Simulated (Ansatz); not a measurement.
We consider 1T (CdI2-type) TiTe₂, described by RPBE (Ansatz, a program for electronic structure, plane waves, PAW).

Settings: plane-wave cutoff 520 eV, 18×18×10 k mesh (along the axes of the cell as run), Fermi–Dirac smearing 0.05 eV, no spin polarisation, scalar-relativistic PAW data made under PBE.

Properties against volume:

Shape and atoms are relaxed at each volume.

```csv
V (Å³/atom),P (GPa),c (Å),a (Å)
36.724,0.08,8.778,3.807
37.489,0.05,8.956,3.808
38.254,0.00,9.125,3.811
39.019,-0.01,9.304,3.812
39.785,-0.03,9.483,3.812
```

Note: for a layered or molecular solid the relaxed cell lies over 5 % above the published volume, where the minimum can be shallow; the cell comes from a level without a dispersion term, which matters for the spacing of layers, chains or molecules; the volume lies 43 % above that of the published cell; the bulk modulus comes from volumes at which shape and atoms were relaxed.
